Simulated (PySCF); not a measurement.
**Working out the electron affinity of Si**

Si⁻ [Ne] 3s2 3p3 (4S) → Si [Ne] 3s2 3p2 (3P). All numbers are calculated (PySCF 2.14, scalar relativity by spin-free X2C-1e, in dyall-acv3z (19s12p6d4f, 113 functions)). Frozen: [Ne]; the 23 highest virtual orbitals dropped. Energies in hartree (1 hartree = 27.21139 eV):

| part | Si⁻ (lower) | Si (upper) |
| --- | --- | --- |
| UHF | -289.494145 | -289.463284 |
| CCSD correlation | -0.093138 | -0.075616 |
| (T) | -0.004923 | -0.002669 |

Problem. What does Hartree-Fock give?

Solution. (-289.463284) − (-289.494145) = 0.030861 hartree = 0.840 eV.

Problem. What do CCSD and CCSD(T) give?

Solution. The CCSD correlation energies differ by 0.017522 hartree = 0.477 eV and the triples by 0.002254 hartree = 0.061 eV, so CCSD gives 1.317 eV and CCSD(T) 1.378 eV.

A first-order spin-orbit estimate adds -0.016 eV to CCSD(T) (valence), giving 1.362 eV against 1.390 eV (measured; photodetachment measurements, as compiled on the Wikipedia data page of electron affinities).

What remains against the reference includes basis incompleteness, the frozen core and higher excitations.
